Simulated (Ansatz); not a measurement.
# C₂H₃B (SMILES BC#C): a rigid scan of the bond length C2–C3

Aim: the energy along the bond length C2–C3, from CCSD(T) and from cheaper methods, relative to the minimum. No other atom is relaxed.

Computed with Ansatz 0.2.0, Gaussian basis. Level: single points in def2-TZVPP.

Levels: PBE-D4, r2SCAN-D4, PBE0-D4, B3LYP-D4, wB97M-V, Hartree-Fock, MP2, CCSD, CCSD(T). The scan takes 1.089, 1.113, 1.149, 1.190, 1.236, 1.286, 1.338, 1.394, 1.452 Å.

Cores are frozen in the correlated methods. B3LYP uses VWN-RPA correlation.

19 further runs of the same task are left out: 19 set aside as unsound or not needed.

**1. Where the work starts**

The minimum, relaxed at PBE0-D4: SMILES `BC#C`, 6 atoms, charge 0, spin multiplicity 1.

Atoms are counted from 1 here; the program's logs count them from 0.

Bond lengths: B1–C2 1.500 Å, B1–H4 1.193 Å, B1–H5 1.193 Å, C2–C3 1.210 Å, C3–H6 1.066 Å. Angles: C2–B1–H4 119.9°, C2–B1–H5 119.9°, H4–B1–H5 120.2°, B1–C2–C3 180.0°, C2–C3–H6 180.0°.

Coordinates:

```xyz
6

B    -0.83036    0.64726   -0.39430
C     0.27859   -0.22411    0.11794
C     1.17273   -0.92665    0.53048
H    -1.75622    0.15671   -0.96573
H    -0.78334    1.82824   -0.22856
H     1.96078   -1.54556    0.89397
```

Energies of the minimum (eV), from earlier single points: PBE-D4 -2793.58555, r2SCAN-D4 -2795.79849, PBE0-D4 -2793.92192, B3LYP-D4 -2798.17364, wB97M-V -2796.34056, CCSD(T) -2791.05681.

At the minimum the bond length C2–C3 is 1.210 Å.

**2. C2–C3 = 1.089 Å**

Input file ccsdt-tzvpp/in.yaml:

```yaml
crystal:
  periodic: [false, false, false]
  atoms:
    - {symbol: B, position_ang: [-0.830357, 0.647263, -0.394296]}
    - {symbol: C, position_ang: [0.278595, -0.224107, 0.117940]}
    - {symbol: C, position_ang: [1.083556, -0.856582, 0.489336]}
    - {symbol: H, position_ang: [-1.756215, 0.156714, -0.965732]}
    - {symbol: H, position_ang: [-0.783338, 1.828242, -0.228565]}
    - {symbol: H, position_ang: [1.871606, -1.475496, 0.852828]}
basis:
  gaussian: {orbitals: def2-TZVPP}
correlation: {method: ccsd_t}
```

The command line of these runs was not kept.

After this run come: C2–C3 = 1.113 Å; C2–C3 = 1.149 Å; C2–C3 = 1.190 Å; C2–C3 = 1.236 Å; C2–C3 = 1.286 Å; C2–C3 = 1.338 Å; C2–C3 = 1.394 Å; C2–C3 = 1.452 Å.

Before running it: what results should come out? Wanted: highest point, CCSD(T); lowest point, CCSD(T); minimum along the scan, CCSD(T); RMS deviation from CCSD(T); largest T1 diagnostic.

As calculated:

```
                       quantity                                                                                                               value
         highest point, CCSD(T)                                                                                             157.1 kJ/mol at 1.452 Å
          lowest point, CCSD(T)                                                                                               0.0 kJ/mol at 1.210 Å
minimum along the scan, CCSD(T)                                                                                                             1.221 Å
                curvature there                                                                                                          95.6 eV/Å²
     RMS deviation from CCSD(T)  PBE-D4 0.2, r2SCAN-D4 10.3, PBE0-D4 15.1, B3LYP-D4 14.1, wB97M-V 19.3, Hartree-Fock 41.4, MP2 4.1, CCSD 9.8 kJ/mol
          largest T1 diagnostic                                                                                                               0.038
```

A polynomial through the near points puts the CCSD(T) minimum 0.011 Å above the PBE0-D4 value. It is steeper on the short side than on the long one. Curvature against CCSD(T): PBE-D4 -1 %, Hartree-Fock +23 %. PBE-D4 follows the CCSD(T) curve best and Hartree-Fock worst. The T1 diagnostic is large here, over the usual mark for main-group molecules (transition-metal compounds often pass it harmlessly), so CCSD(T) itself may be off. The restricted Hartree–Fock reference is unstable towards an unrestricted one at one or more of these structures.
